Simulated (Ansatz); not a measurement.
Predict the output of the script below (the Python package of Ansatz (0.2.0)).

`dimer.py`
```python
import ansatz as az

FIRST = [
    ("N", (0.5064, -0.3499, -0.3509)),
    ("C", (-0.4622, 0.1859, 0.0878)),
    ("O", (-1.4978, 0.6291, 0.3387)),
    ("H", (1.4536, -0.4651, -0.0757)),
]
SECOND = [
    ("N", (1.5527, -2.9412, -2.3242)),
    ("C", (2.2805, -2.0987, -1.902)),
    ("O", (3.1377, -1.3878, -1.5991)),
    ("H", (0.5839, -3.1518, -2.2671)),
]

def energy(atoms, ghosts=()):
    molecule = az.Crystal.molecule()
    for symbol, xyz in atoms:
        molecule = molecule.atom(symbol, xyz)
    calc = (
        molecule.calculation()
        .basis(gaussian="def2-SVPD")
        .correlation("MP2")
    )
    deck = calc.input()
    if ghosts:
        deck = deck.set(az.key.basis.gaussian.ghost_atoms, [{"symbol": s, "position_ang": list(xyz)} for s, xyz in ghosts])
    return az.Session.from_dict(deck).plan().execute().report["free_energy_ev"]

both = energy(FIRST + SECOND)
alone = energy(FIRST) + energy(SECOND)
ghosted = energy(FIRST, SECOND) + energy(SECOND, FIRST)
print(f"dimer {both:.6f} eV")
print(f"interaction, uncorrected   {96.485332 * (both - alone):8.3f} kJ/mol")
print(f"interaction, counterpoise  {96.485332 * (both - ghosted):8.3f} kJ/mol")
print(f"basis-set superposition    {96.485332 * (alone - ghosted):8.3f} kJ/mol")
```

```console
$ python dimer.py
dimer -9150.136480 eV
interaction, uncorrected    -15.345 kJ/mol
interaction, counterpoise    -7.094 kJ/mol
basis-set superposition       8.251 kJ/mol
```

Uncorrected it is -15.345 kJ/mol, with the counterpoise correction -7.094 kJ/mol; the difference, 8.25 kJ/mol, is the superposition error.

Notes:
- Total energies depend on the basis set; only differences at equal settings carry meaning.
- The dimer is a generated trial pose of unrelaxed monomers, not a minimum, so the figure is no binding energy, and the basis set is small.
- It ran for 7.2 s on 1 thread of Arm Neoverse V2, with other jobs on the host, peak memory 0.34 GiB.
